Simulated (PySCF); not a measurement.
**C4H6S: a look at the electrons**

For C4H6S, the scripts below measure its response to a uniform field, compute its lowest excited states and analyse its density (charges, bond critical points, surface potential).

The runs use PySCF 2.14.0; levels as typed in each script, gas phase, geometry from GFN2-xTB.

### Step 1. The starting structure

SMILES `CC#CCS`, 11 atoms, charge 0, spin multiplicity 1.

Bond lengths: C1–C2 1.445 Å, C1–H6 1.090 Å, C1–H7 1.090 Å, C1–H8 1.090 Å, C2–C3 1.200 Å, C3–C4 1.439 Å, C4–S5 1.847 Å, C4–H9 1.092 Å, C4–H10 1.091 Å, S5–H11 1.331 Å. Angles: C2–C1–H6 110.1°, C2–C1–H7 109.8°, C2–C1–H8 110.1°, H6–C1–H7 108.9°, H6–C1–H8 109.0°, H7–C1–H8 108.9°, C1–C2–C3 177.9°, C2–C3–C4 176.2°, C3–C4–S5 111.7°, C3–C4–H9 111.4°, C3–C4–H10 111.2°, S5–C4–H9 107.7°, S5–C4–H10 104.7°, H9–C4–H10 109.8°, C4–S5–H11 95.8°.

As a file:

```tsv
atom	x (Å)	y (Å)	z (Å)
C1	3.00574	-0.37865	-0.02248
C2	1.64000	0.09328	-0.00142
C3	0.52115	0.52541	0.01504
C4	-0.85230	0.95410	0.04236
S5	-2.01635	-0.47476	-0.07674
H6	3.48028	-0.10742	-0.96499
H7	3.02263	-1.46318	0.08217
H8	3.56766	0.06485	0.79914
H9	-1.08326	1.49497	0.96220
H10	-1.08809	1.57721	-0.82160
H11	-1.52524	-1.13515	0.96991
```

### Step 2. Response to an electric field (PBE0/cc-pvdz)

Contents of input.py:

```python
import numpy as np
from pyscf import gto, scf, dft
from pyscf.scf import atom_ks, atom_hf
from scipy.linalg import block_diag

def solve(mol, dm0=None, hcore=None):
    mf = (dft.UKS if mol.spin else dft.RKS)(mol, xc='pbe0')
    mf.grids.level = 3
    mf = mf.density_fit(auxbasis='def2-universal-jkfit')
    mf.conv_tol, mf.max_cycle = 1e-8, 80
    if hcore is not None:
        mf.get_hcore = lambda *args: hcore
    mf.kernel(dm0)
    if not mf.converged:
        mf = mf.newton().run(mf.mo_coeff, mf.mo_occ, max_cycle=30)
    assert mf.converged, 'SCF not converged'
    return mf

mol = gto.M(atom='''
C      3.00574    -0.37865    -0.02248
C      1.64000     0.09328    -0.00142
C      0.52115     0.52541     0.01504
C     -0.85230     0.95410     0.04236
S     -2.01635    -0.47476    -0.07674
H      3.48028    -0.10742    -0.96499
H      3.02263    -1.46318     0.08217
H      3.56766     0.06485     0.79914
H     -1.08326     1.49497     0.96220
H     -1.08809     1.57721    -0.82160
H     -1.52524    -1.13515     0.96991
''', basis='cc-pvdz', charge=0, spin=0, verbose=4)
field = np.array([-0.0, -0.0, -0.004])  # atomic units
mol.set_common_orig(mol.atom_charges() @ mol.atom_coords() / mol.atom_charges().sum())
mf = solve(mol)
out = dict(dm0=mf.make_rdm1(), d0=mf.dip_moment(unit='AU'), e0=mf.e_tot)
for name, sign in (('p', 1), ('m', -1)):
    h = mf.get_hcore() + sign * np.einsum('x,xij->ij', field, mol.intor('int1e_r'))
    mi = solve(mol, mf.make_rdm1(), h)
    out.update({'dm' + name: mi.make_rdm1(), 'd' + name: mi.dip_moment(unit='AU'), 'e' + name: mi.e_tot})
# spherically averaged free atoms, for the promolecule
atm = atom_ks.get_atm_nrks(mol, xc='pbe0')
pro = block_diag(*[(atm[a[0]][2] * atm[a[0]][3]) @ atm[a[0]][2].T for a in mol._atom])
np.savez('result.npz', pro=pro, **out)
```

The run is started by

```console
$ OMP_NUM_THREADS=1 python input.py
```

### Step 4. Excited states (HF/6-31+g*)

Contents of input.py:

```python
import numpy as np
from pyscf import gto, scf, dft, tdscf
from pyscf.scf import atom_ks, atom_hf
from scipy.linalg import block_diag

def solve(mol, dm0=None, hcore=None):
    mf = scf.UHF(mol) if mol.spin else scf.RHF(mol)
    mf = mf.density_fit(auxbasis='def2-universal-jkfit')
    mf.conv_tol, mf.max_cycle = 1e-8, 80
    if hcore is not None:
        mf.get_hcore = lambda *args: hcore
    mf.kernel(dm0)
    if not mf.converged:
        mf = mf.newton().run(mf.mo_coeff, mf.mo_occ, max_cycle=30)
    assert mf.converged, 'SCF not converged'
    return mf

mol = gto.M(atom='''
C      3.00574    -0.37865    -0.02248
C      1.64000     0.09328    -0.00142
C      0.52115     0.52541     0.01504
C     -0.85230     0.95410     0.04236
S     -2.01635    -0.47476    -0.07674
H      3.48028    -0.10742    -0.96499
H      3.02263    -1.46318     0.08217
H      3.56766     0.06485     0.79914
H     -1.08326     1.49497     0.96220
H     -1.08809     1.57721    -0.82160
H     -1.52524    -1.13515     0.96991
''', basis='6-31+g*', charge=0, spin=0, verbose=4)
mf = solve(mol)
td = mf.TDA()
td.nstates, td.singlet, td.conv_tol = 6, False, 1e-5
td.kernel()
td.analyze()
x, y = np.array([p[0] for p in td.xy]), np.array([p[1] + 0 * p[0] for p in td.xy])
f, mu = np.zeros(len(td.e)), np.zeros((len(td.e), 3))
nto = [td.get_nto(state=i + 1, verbose=4) for i in range(len(td.e))]
# spherically averaged free atoms, for the promolecule
atm = scf.atom_hf.get_atm_nrhf(mol)
pro = block_diag(*[(atm[a[0]][2] * atm[a[0]][3]) @ atm[a[0]][2].T for a in mol._atom])
np.savez('result.npz', e=td.e, f=f, ok=td.converged, w=[n[0] for n in nto], nto=[n[1] for n in nto], x=x, y=y, c=mf.mo_coeff, occ=mf.mo_occ, eps=mf.mo_energy, pro=pro, mu=mu)
```

### Step 6. Density, bond paths and surface potential (TPSS/6-31+g*)

Contents of input.py:

```python
import numpy as np
from pyscf import gto, scf, dft
from pyscf.scf import atom_ks, atom_hf
from scipy.linalg import block_diag

def solve(mol, dm0=None, hcore=None):
    mf = (dft.UKS if mol.spin else dft.RKS)(mol, xc='tpss')
    mf.grids.level = 3
    mf = mf.density_fit(auxbasis='def2-universal-jkfit')
    mf.conv_tol, mf.max_cycle = 1e-8, 80
    if hcore is not None:
        mf.get_hcore = lambda *args: hcore
    mf.kernel(dm0)
    if not mf.converged:
        mf = mf.newton().run(mf.mo_coeff, mf.mo_occ, max_cycle=30)
    assert mf.converged, 'SCF not converged'
    return mf

mol = gto.M(atom='''
C      3.00574    -0.37865    -0.02248
C      1.64000     0.09328    -0.00142
C      0.52115     0.52541     0.01504
C     -0.85230     0.95410     0.04236
S     -2.01635    -0.47476    -0.07674
H      3.48028    -0.10742    -0.96499
H      3.02263    -1.46318     0.08217
H      3.56766     0.06485     0.79914
H     -1.08326     1.49497     0.96220
H     -1.08809     1.57721    -0.82160
H     -1.52524    -1.13515     0.96991
''', basis='6-31+g*', charge=0, spin=0, verbose=4)
mf = solve(mol)
mf.analyze()
# spherically averaged free atoms, for the promolecule
atm = atom_ks.get_atm_nrks(mol, xc='tpss')
pro = block_diag(*[(atm[a[0]][2] * atm[a[0]][3]) @ atm[a[0]][2].T for a in mol._atom])
np.savez('result.npz', e=mf.e_tot, c=mf.mo_coeff, occ=mf.mo_occ, eps=mf.mo_energy, pro=pro, dip=mf.dip_moment(verbose=0), s2=mf.spin_square()[0])
```

(Steps that only read results are left out.)

Q: Predict the outcome of this session. Wanted: polarisability along the field; lowest triplet excitation; dipole moment; HOMO, LUMO.

The runs gave:

| quantity | value |
| --- | --- |
| polarisability along the field (PBE0/cc-pvdz) | 39.3 bohr³ |
| lowest triplet excitation (HF/6-31+g*) | 4.79 eV |
| dipole moment (TPSS/6-31+g*) | 2.00 D |
| HOMO, LUMO (TPSS/6-31+g*) | -5.64, -0.71 eV |

At TPSS/6-31+g*: The highest Hirshfeld charge is on H10 (+0.06 e), the lowest on C3 (−0.09 e). All values hold at the given geometry, in the gas phase.
